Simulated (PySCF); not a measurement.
Work out the structure from these simulated measurements.

Formula: C4H4.

* Couplings: largest of the computed one-bond spin–spin couplings (means over like bonds): 13C–1H +266.2, 13C–13C +211.9, 13C–1H +168.9, 13C–1H +168.2, 13C–1H +167.2, 13C–13C +96.7, 13C–13C +83.7 Hz [B3LYP/pcJ-1]
* 13C NMR: chemical shifts (computed TMS as zero) by class: 138.4 (1 C), 124.4 (1 C), 89.2 (1 C), 87.1 (1 C) ppm [GIAO PBE0/pcSseg-1]
* 1H NMR: chemical shifts (computed TMS as zero) by class: 6.18 (1 H), 6.05 (1 H), 5.92 (1 H), 2.72 (1 H) ppm [GIAO PBE0/pcSseg-1]
* Dipole: 0.43 D [PBE0/pcSseg-1]
* Rotational structure: rotational constants A, B, C: 50.415, 4.848, 4.423 GHz [GFN2-xTB]

The electronic properties come from PySCF, for the isolated species, density fitting. Levels stand in brackets. Isolated species at its GFN2-xTB geometry, gas phase. NMR classes are plain means over equivalent atoms (diastereotopic ones count apart unless rotation or inversion swaps them), as if these changed places fast.

Problem. Propose a structure and show how it fits.

Solution. Numbering: `[CH:1]#[C:2][CH:3]=[CH2:4]`. Its formula, C4H4, gives 3 degrees of unsaturation: 0 rings and 3 π bonds in the structure found. 4 carbons fall into 4 classes; from least to most shielded: terminal =CH2 carbon [C4] (138.4 ppm), alkene CH carbon [C3] (124.4 ppm), terminal alkyne carbon [C1] (89.2 ppm), alkyne carbon [C2] (87.1 ppm). Hydrogen classes from least to most shielded: 1 H on a terminal =CH2 carbon, C4 (6.18 ppm), 1 H on an alkene CH carbon, C3 (6.05 ppm), 1 H on a terminal =CH2 carbon, C4 (5.92 ppm), 1 H on a terminal alkyne carbon, C1 (2.72 ppm). The couplings run between: +266.2 Hz, terminal alkyne carbon [C1] and its hydrogen; +211.9 Hz, terminal alkyne carbon [C1] and alkyne carbon [C2]; +168.9 Hz, alkene CH carbon [C3] and its hydrogen; +168.2 Hz, terminal =CH2 carbon [C4] and its hydrogen; +167.2 Hz, terminal =CH2 carbon [C4] and its hydrogen; +96.7 Hz, alkyne carbon [C2] and alkene CH carbon [C3]; +83.7 Hz, alkene CH carbon [C3] and terminal =CH2 carbon [C4]. The optimised geometry has point group Cs and is an asymmetric top. Structure: 1-buten-3-yne, `C#CC=C`. Computed isomers that give other values at the same levels: `C=C1C=C1` (13C chemical shifts (computed TMS as zero) by class: 144.0 (2 C), 122.5 (1 C), 65.3 (1 C) ppm); `C1=CC=C1` (rotational constant A: 17.167 GHz; this holds for the one conformer computed); `C=C=C=C` (13C chemical shifts (computed TMS as zero) by class: 188.7 (2 C), 104.0 (2 C) ppm). The assignments are read from this structure; whether some other isomer fits the data as well wasn't checked.
